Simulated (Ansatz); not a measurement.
# CH4AlO, SMILES C[O][AlH]: a composite energy at a relaxed geometry

Program: Ansatz 0.2.0, Python API.

At the Python prompt:
```pycon
>>> import itertools
>>> import ansatz as az
>>> from ase import Atoms
>>> from ase.data import atomic_numbers, covalent_radii
>>> import numpy as np
>>> atoms = Atoms(["C", "O", "Al", "H", "H", "H", "H"], positions=[
...     (-0.5585, 0.626, 0.0186),
...     (-0.6655, -0.729, -0.1213),
...     (0.9775, -1.3728, -0.6085),
...     (-0.2619, 1.1647, -0.9624),
...     (0.1, 0.9684, 0.7948),
...     (-1.6146, 1.0543, 0.2893),
...     (2.0842, -1.7796, 0.5438),
... ])
>>> ch4alo = az.Crystal.molecule_from_ase(atoms)
>>> calc = (
...     ch4alo.calculation()
...     .basis(gaussian="def2-SVP")
...     .functional("B3LYP")
...     .spin("collinear", total=1)
... )
>>> symbols = [site.symbol for site in ch4alo.cartesian_sites]
>>> start = np.array([site.position_ang for site in ch4alo.cartesian_sites], dtype=float)
>>> r = calc.relax(force_tolerance=0.01).run().report
>>> end = np.array(r["positions_ang"])
>>> radius = [covalent_radii[atomic_numbers[s]] for s in symbols]
>>> span = lambda where, i, j: np.linalg.norm(where[i] - where[j])
>>> bonded = [(i, j) for i, j in itertools.combinations(range(len(symbols)), 2) if min(span(start, i, j), span(end, i, j)) < 1.2 * (radius[i] + radius[j])]
>>> print("pair        before    after (A)")
pair        before    after (A)
>>> for i, j in bonded:
...     print(f"{symbols[i]}{i}-{symbols[j]}{j}".ljust(10), f"{span(start, i, j):8.4f} {span(end, i, j):8.4f}")
...
C0-O1        1.3664   1.3856
C0-H3        1.1578   1.1061
C0-H4        1.0739   1.1071
C0-H5        1.1714   1.1060
O1-Al2       1.8307   1.6849
Al2-H6       1.6487   1.6196
>>> minimum = az.Crystal.molecule()
>>> for symbol, place in zip(symbols, end):
...     minimum = minimum.atom(symbol, place.tolist())
...
>>> at_minimum = minimum.calculation().spin("collinear", total=1)
>>> level = lambda method, basis: at_minimum.basis(gaussian=basis).correlation(method).run().report
>>> small, large, cluster = level("mp2", "cc-pVDZ"), level("mp2", "cc-pVTZ"), level("ccsd_t", "cc-pVDZ")
>>> corr = lambda each: (each["free_energy_ev"] - each["reference_energy_ev"]) / 27.211386246
>>> mp2_limit = (27 * corr(large) - 8 * corr(small)) / 19
>>> pieces = {"HF / cc-pVTZ": large["reference_energy_ev"] / 27.211386246, "MP2 correlation, DZ-TZ limit": mp2_limit, "CCSD(T) - MP2 / cc-pVDZ": corr(cluster) - corr(small)}
>>> for name, value in pieces.items():
...     print(f"{name:32s} {value:14.6f} Ha")
...
HF / cc-pVTZ                        -357.029461 Ha
MP2 correlation, DZ-TZ limit          -0.514615 Ha
CCSD(T) - MP2 / cc-pVDZ               -0.041330 Ha
>>> print(f"{'sum':32s} {sum(pieces.values()):14.6f} Ha")
sum                                 -357.585406 Ha
>>> print("T1 diagnostic", round(cluster["correlation"]["coupled_cluster"]["t1_diagnostic"], 4))
T1 diagnostic 0.0175
```

Reading the output:
- Total energies depend on the basis set; only differences at equal settings carry meaning.
- The sum leaves out core correlation, relativity, the Hartree-Fock basis error and zero-point energy; a DZ-TZ extrapolation is rough.
- The run takes the species as open-shell (spin multiplicity 2), which needn't be its ground state.
- b3lyp holds the VWN-RPA fit, as in Gaussian; the form of ORCA and Turbomole is b3lyp5.
- Inner cores stay frozen, so this is valence correlation.
- For Al to Cl the sets with a tight d function, cc-pV(X+d)Z, are usual.
- Run time: 55 s on 1 thread of Arm Neoverse V1, with other jobs on the host, peak memory 0.35 GiB.
